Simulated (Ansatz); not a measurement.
Geometry optimisation, Ansatz 0.2.0, RKS B3LYP-D4/6-31G*.

input.yaml

```yaml
crystal:
  periodic: [false, false, false]
  atoms:
    - { symbol: Al, position_ang: [-0.045416, -0.392177, 0.093315] }
    - { symbol: O, position_ang: [-0.04537, -0.673971, 1.823251] }
    - { symbol: H, position_ang: [-0.895397, -0.750611, 2.277168] }
    - { symbol: H, position_ang: [1.365301, -0.385695, -0.616368] }
    - { symbol: H, position_ang: [-1.422574, -0.228324, -0.68369] }
    - { symbol: Si, position_ang: [0.151357, 2.951701, 1.171678] }
    - { symbol: H, position_ang: [0.803251, 3.448872, 2.408206] }
    - { symbol: H, position_ang: [0.960006, 3.313198, -0.019689] }
    - { symbol: H, position_ang: [-1.211856, 3.526727, 1.039518] }
    - { symbol: H, position_ang: [0.025898, 1.486082, 1.285711] }
basis:
  gaussian: { orbitals: "6-31G*" }
hamiltonian:
  xc: b3lyp
  dispersion: d4
relax:
  f_tol: 0.03
  max_steps: 50
```

Command:

```bash
$ ansatz run input.yaml --threads 1 --pin off --max-ram 2048MiB --backend cpu --events-out ev --progress --plain --runs-dir out
```

Question: Where does it end, and by what steps?

Answer: The run converged. The force dipped under the threshold on the way, but the program's further checks kept it going. After 13 steps the energy has fallen by 0.202 eV; H3 moved furthest, 0.91 Å.

```csv
step,energy less start (eV),largest force component (eV/Å),accepted
0,0.0000,0.798,yes
1,-0.0774,0.664,yes
2,-0.1230,0.680,yes
3,-0.1492,0.722,yes
4,-0.1706,0.212,yes
5,-0.1764,0.239,yes
6,-0.1830,0.080,yes
7,-0.1881,0.034,yes
8,-0.1905,0.241,yes
9,-0.1945,0.094,yes
10,-0.1978,0.016,yes
11,-0.2003,0.129,yes
12,-0.2019,0.050,yes
13,-0.2021,0.028,yes
```

```xyz
10
Properties=species:S:1:pos:R:3
Al 0.036 -0.264 0.368
O -0.237 -1.319 1.698
H -1.138 -1.565 1.944
H 1.548 -0.027 -0.022
H -1.194 0.236 -0.507
Si 0.138 3.071 1.048
H 1.160 3.722 1.903
H 0.565 3.046 -0.369
H -1.180 3.735 1.193
H -0.012 1.660 1.523
```

Run time: 30 s on 1 thread of Intel(R) Xeon(R) Platinum 8488C (Sapphire Rapids), with other jobs on the host, peak memory 0.16 GiB.
